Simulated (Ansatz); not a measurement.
Steps of a relaxation of dimethyl sulfoxide (`CS(C)=O`) with RKS PBE0-D4/def2-TZVP.

```sh
$ ansatz run in.yaml --threads 4 --pin off --events-out ev --progress --plain --max-ram 10444MiB
```

```yaml
crystal:
  periodic: [false, false, false]
  atoms:
    - {symbol: C, position_ang: [-0.538085, 1.049040, -0.721860]}
    - {symbol: S, position_ang: [0.395588, -0.542644, -0.839550]}
    - {symbol: C, position_ang: [0.711375, -0.702211, 0.975383]}
    - {symbol: O, position_ang: [-0.618704, -1.612423, -1.195878]}
    - {symbol: H, position_ang: [-0.887271, 1.271367, -1.747642]}
    - {symbol: H, position_ang: [-1.408207, 0.890555, -0.054841]}
    - {symbol: H, position_ang: [0.118047, 1.862425, -0.353786]}
    - {symbol: H, position_ang: [-0.266513, -0.714380, 1.495630]}
    - {symbol: H, position_ang: [1.357476, 0.122608, 1.335708]}
    - {symbol: H, position_ang: [1.219494, -1.675535, 1.109836]}
basis:
  gaussian: {orbitals: def2-TZVP}
hamiltonian: {xc: pbe0, dispersion: d4}
relax: {f_tol: 0.005, max_steps: 150}
```

Positions (Å) and forces (eV/Å) along the path, 6 of 6 steps:

```xyz
10
step=1 energy=-15047.1033 eV
C    -0.538    1.049   -0.722    0.019   -0.307   -0.095
S     0.396   -0.543   -0.840   -1.326   -0.501    0.463
C     0.711   -0.702    0.975   -0.113   -0.122   -0.275
O    -0.619   -1.612   -1.196    1.150    1.266    0.457
H    -0.887    1.271   -1.748    0.180   -0.087    0.504
H    -1.408    0.891   -0.055    0.452    0.089   -0.322
H     0.118    1.862   -0.354   -0.293   -0.457   -0.179
H    -0.267   -0.714    1.496    0.497    0.029   -0.258
H     1.357    0.123    1.336   -0.335   -0.398   -0.239
H     1.219   -1.676    1.110   -0.231    0.488   -0.054
10
step=2 energy=-15047.1830 eV
C    -0.536    1.036   -0.717    0.186   -0.317   -0.030
S     0.393   -0.532   -0.827   -0.885   -0.355    0.286
C     0.702   -0.700    0.966   -0.060    0.026   -0.363
O    -0.611   -1.590   -1.179    0.685    0.689    0.206
H    -0.876    1.265   -1.731    0.057   -0.021    0.146
H    -1.397    0.883   -0.057    0.122    0.032   -0.086
H     0.121    1.831   -0.347   -0.099   -0.091   -0.052
H    -0.263   -0.710    1.483    0.139    0.009   -0.062
H     1.338    0.123    1.310   -0.081   -0.116   -0.029
H     1.213   -1.658    1.103   -0.062    0.145   -0.015
10
step=3 energy=-15047.2086 eV
C    -0.529    1.021   -0.709    0.041   -0.061   -0.003
S     0.381   -0.527   -0.812    0.029   -0.003   -0.024
C     0.693   -0.691    0.951   -0.010    0.010   -0.073
O    -0.604   -1.575   -1.169    0.001    0.002    0.001
H    -0.862    1.251   -1.719   -0.026    0.032   -0.025
H    -1.389    0.875   -0.055   -0.047    0.028    0.019
H     0.123    1.814   -0.340    0.003    0.021    0.003
H    -0.263   -0.704    1.473   -0.022   -0.007    0.054
H     1.326    0.127    1.297    0.012    0.008    0.016
H     1.206   -1.642    1.086    0.018   -0.029    0.034
10
step=4 energy=-15047.2092 eV
C    -0.530    1.021   -0.711    0.012   -0.026    0.012
S     0.381   -0.527   -0.813    0.005    0.006    0.002
C     0.694   -0.694    0.951   -0.015    0.012   -0.025
O    -0.602   -1.575   -1.170   -0.005   -0.013   -0.010
H    -0.863    1.255   -1.722   -0.002    0.004   -0.005
H    -1.393    0.882   -0.058   -0.007    0.009    0.003
H     0.122    1.815   -0.342    0.002    0.009    0.002
H    -0.261   -0.707    1.480    0.000    0.000    0.012
H     1.328    0.124    1.298    0.006    0.004    0.006
H     1.208   -1.645    1.089    0.003   -0.005    0.003
10
step=5 energy=-15047.2093 eV
C    -0.530    1.020   -0.710    0.004    0.008   -0.013
S     0.381   -0.528   -0.813   -0.002   -0.004   -0.003
C     0.693   -0.693    0.951    0.014   -0.007    0.001
O    -0.600   -1.577   -1.173    0.007    0.010    0.005
H    -0.864    1.255   -1.721    0.002   -0.001    0.004
H    -1.394    0.883   -0.057   -0.005    0.000    0.008
H     0.122    1.814   -0.342   -0.004   -0.008   -0.001
H    -0.260   -0.706    1.482   -0.008    0.004    0.005
H     1.328    0.124    1.296   -0.007   -0.005   -0.004
H     1.207   -1.644    1.090   -0.001    0.004   -0.001
10
step=6 energy=-15047.2093 eV
C    -0.530    1.020   -0.710    0.001    0.000    0.003
S     0.382   -0.527   -0.813   -0.003   -0.001    0.002
C     0.693   -0.693    0.951   -0.001    0.003    0.000
O    -0.599   -1.577   -1.174    0.000   -0.002   -0.002
H    -0.864    1.255   -1.720    0.000    0.000   -0.001
H    -1.393    0.883   -0.056    0.001    0.000   -0.001
H     0.122    1.814   -0.342   -0.001    0.001    0.000
H    -0.261   -0.704    1.482    0.001    0.000   -0.001
H     1.328    0.124    1.296    0.000    0.000    0.001
H     1.206   -1.645    1.090    0.000   -0.001   -0.001
```

Run time 13 s (4 threads of an Arm Neoverse V1 on a shared host); peak host memory 0.36 GiB.
